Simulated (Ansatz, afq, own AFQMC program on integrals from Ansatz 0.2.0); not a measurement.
Where AFQMC and coupled cluster stand for SiH₃⁺, singlet

```xyz
4

Si    0.0000    0.0000    0.0000
H     1.4719    0.0142   -0.0001
H    -0.7483    1.2676   -0.0029
H    -0.7237   -1.2818    0.0030
```

Basis cc-pVDZ. Only valence electrons are correlated. Integrals, coupled cluster, full CI and functionals: Ansatz 0.2.0; the random walks run on the same integrals in our own AFQMC program. ph-AFQMC/CISD is guided by a CISD state made of CCSD amplitudes; releasing the constraint for a short imaginary time cuts its bias at the price of noise, slowly where states lie close. Uncertainties: one standard error, sampling alone.

Determinant: RHF, the one that the program's search chose, which needn't be the lowest solution. The geometry is a PBE0/def2-TZVP stationary point of this or a neighbouring charge and spin state.

Full CI is exact in this basis; its frozen core comes from its own orbitals, which moves totals by up to a few meV.

Cautions: full CI with its own frozen core.

```
T1 diagnostic                               : 0.0088
weight of the determinant in the CISD state : 0.938
size of the correlated space                : 6 electrons in 28 orbitals
```

| level | correlation energy (eV) |
| --- | --- |
| MP2 | -2.2757 |
| CCSD | -2.9518 |
| CCSD(T) | -2.9936 |

Task: Estimate where phaseless AFQMC with the Hartree–Fock trial lies against CCSD(T) on the same integrals.

Result: 8.4 ± 2.2 kJ/mol below CCSD(T).

Reference: full CI, correlation energy -3.008 eV. The released energy is read at 1.50 1/Eh (meV from the phaseless value at times in 1/Eh: 0.1 ± 2.2 at 0.24, -0.1 ± 1.8 at 0.50, -2.3 ± 1.9 at 1.00, -3.8 ± 2.4 at 1.50). CCSDTQ lies 0.0 meV above full CI, in part by the other frozen core, which shifts every row alike, so rows that close can't be ranked against it.

| level | E − E(reference) (kJ/mol) | share of correlation (%) |
| --- | --- | --- |
| CCSD(T) | 1.3 | 99.54 |
| CCSDT | 0.1 | 99.96 |
| CCSDT(Q) | 0.0 | 99.99 |
| CCSDTQ | 0.0 | 100.00 |
| ph-AFQMC/HF | -7.0 ± 2.2 | 102.42 |
| ph-AFQMC/CISD | 0.0 ± 0.2 | 100.00 |
| released AFQMC | -0.4 ± 0.2 | 100.13 |

CCSDT and higher add their correlation energy to the determinant of the CCSD(T) run, since their own runs factorise the integrals more tightly (a shift of under 2 meV). A walk keeps the symmetry of its determinant, which the program's search chose and which needn't be the lowest solution, so a lower state of the same spin and another symmetry isn't excluded. Released energies are given only where the last usable release times agree within the noise; a slower fall can still hide under it.
